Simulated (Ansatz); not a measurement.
# One shape, several levels: OF (Oxygen monofluoride)

We compute a comparison of 6 runs (UHF/STO-3G, UBLYP/STO-3G, UHSE06/STO-3G, UBCCD(T)/STO-3G, UCCSDT(Q)/STO-3G, UCCSD/STO-3G) of OF (Oxygen monofluoride). 

The results are computed with Ansatz 0.2.0.

43 further runs of the same task are left out: 6 that didn't finish, 37 set aside as unsound or not needed.

## Step 1: The molecule

OF: 2 atoms, total charge 0, spin state doublet. SMILES: `[O]F`. The F2–O1 distance was set to 1.948 Å, away from the relaxed value.

## Step 2: The energy at UHF/STO-3G (run 1)

input.yaml reads:

```yaml
crystal:
  periodic: [false, false, false]
  atoms:
    - {symbol: O, position_ang: [0.000000, 0.000000, -0.649250]}
    - {symbol: F, position_ang: [0.000000, 0.000000, 1.298450]}
basis:
  gaussian:
    orbitals: STO-3G
magnetization:
  spin_polarized: true
  initial_magnetization: 1
hamiltonian:
  xc: hf
accuracy: high
```

Started as:

```sh
ansatz run input.yaml --threads 1 --pin off --max-ram 2610MiB --events-out events.jsonl --progress --plain --runs-dir runs
```

Standard output:

```text
Warning: RAYON_NUM_THREADS=1 ignored (pool sized by the plan → 1); use --threads N
Functional definition: HF
  name "HF"
  exchange = exact_x
  correlation = 0
148 factors; integrals over basis functions are off by at most 3.1e-8 eV
mean field evaluation 1: about -4665.3714 eV, gradient 1.5e1 eV
mean field evaluation 2: about -4665.3912 eV, gradient 1.5e1 eV
mean field evaluation 4: about -4669.2358 eV, gradient 3.2e0 eV
mean field evaluation 8: about -4669.3643 eV, gradient 4.5e-2 eV
mean field evaluation 16: about -4669.3602 eV, gradient 4.9e-6 eV
mean field evaluation 32: about -4674.6814 eV, gradient 1.6e-4 eV
mean field evaluation 64: about -4674.5177 eV, gradient 4.7e-1 eV
mean field evaluation 96: about -4673.2649 eV, gradient 3.9e0 eV
mean field evaluation 128: about -4672.8284 eV, gradient 3.6e0 eV
mean field evaluation 160: about -4669.3602 eV, gradient 3.7e-8 eV
mean field evaluation 192: about -4673.6969 eV, gradient 2.7e-7 eV
mean field -4674.68135502 eV, -171.7913711842 hartree, gradient 5.7e-9 eV, S^2 1.684747; 16 other end points of the search recorded, 0 dependent functions left out
reference -4674.68135502 eV, -171.7913711842 hartree; 9, 8 occupied and 1, 2 virtual orbitals, 148 factors
Total energy: -4674.68135502 eV, -171.7913711842 hartree
```

Wall time 0.2 s (1 thread of Arm Neoverse V1, shared host).

## Step 3: The energy at UBLYP/STO-3G (run 2)

job.yaml reads:

```yaml
basis:
  gaussian:
    orbitals: STO-3G
crystal:
  periodic: [false, false, false]
  atoms:
    - symbol: O
      position_ang: [0.000000, 0.000000, -0.649250]
    - symbol: F
      position_ang: [0.000000, 0.000000, 1.298450]
accuracy: high
hamiltonian:
  xc: {name: BLYP}
magnetization:
  spin_polarized: true
  initial_magnetization: 1
```

Started as:

```sh
ansatz run job.yaml --threads 1 --pin off --max-ram 2610MiB --events-out events.jsonl --progress --plain --runs-dir runs
```

Standard output, shortened:

```text
Warning: RAYON_NUM_THREADS=1 ignored (pool sized by the plan → 1); use --threads N
Functional definition: BLYP
  name "BLYP"
[...]
148 factors; integrals over basis functions are off by at most 3.1e-8 eV
[...]
mean field -4688.30342126 eV, -172.2919728852 hartree, gradient 8.9e-9 eV, S^2 1.337289; 18 other end points of the search recorded, 0 dependent functions left out
reference -4688.30343753 eV, -172.2919734829 hartree; 9, 8 occupied and 1, 2 virtual orbitals, 148 factors
Total energy: -4688.30343753 eV, -172.2919734829 hartree
```

Run time: 3.3 s. Hardware: 1 thread of Arm Neoverse V1, shared host.

Runs 3 to 5 aren't shown in full; the table further down has their settings and results.

## Step 4: A single-point energy at UCCSD/STO-3G (run 6)

run.yaml reads:

```yaml
crystal:
  periodic: [false, false, false]
  atoms:
    - {symbol: O, position_ang: [0.000000, 0.000000, -0.649250]}
    - {symbol: F, position_ang: [0.000000, 0.000000, 1.298450]}
basis:
  gaussian: {orbitals: STO-3G}
magnetization: {spin_polarized: true, initial_magnetization: 1}
correlation: {method: ccsd, frozen_orbitals: {F: 1, O: 1}}
accuracy: high
scf: {omitted_lower_state_checks: [cluster_reference, increment]}
```

Started as:

```sh
ansatz run run.yaml --threads 1 --pin off --max-ram 2610MiB --events-out events.jsonl --progress --plain --runs-dir runs
```

Standard output:

```text
Warning: RAYON_NUM_THREADS=1 ignored (pool sized by the plan → 1); use --threads N
[... 20 lines left out ...]
2 core orbitals not correlated: weight in the atoms' cores, before any rotation towards them, 1.000 or more for the frozen orbitals, at most 0.000 for the correlated occupied ones
[... 63 lines left out ...]
WARN: these amplitudes may be one of several solutions (largest doubles amplitude 0.54, level shift 0.00 eV)
Total energy: -4675.02332576 eV, -171.8039383772 hartree
Checks for a lower state left out: cluster_reference, increment
```

Run time: 0.32 s. Hardware: 1 thread of Arm Neoverse V1, shared host.

## Step 5: The series

```tsv
run	level	frozen core orbitals	energy (Eh)	⟨S²⟩	wall time
1	UHF/STO-3G	–	-171.791371	1.685	0.2 s
2	UBLYP/STO-3G	–	-172.291973	1.337	3.3 s
3	UHSE06/STO-3G	–	-172.194228	1.481	1.6 s
4	UBCCD(T)/STO-3G	2	-171.803824	1.685	0.34 s
5	UCCSDT(Q)/STO-3G	2	-171.803983	1.685	0.62 s
6	UCCSD/STO-3G	2	-171.803938	1.685	0.32 s
```

## Step 6: What came out

```
                                          quantity          value
                               run 6: total energy  -171.80394 Eh
run 6: correlation energy (2 core orbitals frozen)      -12.6 mEh
          run 6: ⟨S²⟩ of the reference determinant          1.685
                              run 6: T1 diagnostic          0.040
```

In words: Below the UHF energy at the same shape and in the same basis (STO-3G): UBCCD(T) -12.5 mEh; UCCSDT(Q) -12.6 mEh; UCCSD -12.6 mEh. Totals of different functionals can't be ranked against each other. In runs 1, 2, 3, 4, 5, 6 the basis is minimal, so the values are rough. Spin contamination of the reference: run 1 ⟨S²⟩ = 1.68, run 4 ⟨S²⟩ = 1.68, run 5 ⟨S²⟩ = 1.68, run 6 ⟨S²⟩ = 1.68, run 3 ⟨S²⟩ = 1.48, run 2 ⟨S²⟩ = 1.34. Where it is this large, the reference is a mixture of spin states, and values that rest on it are in doubt. All runs together took 6.4 s, the longest 3.3 s.
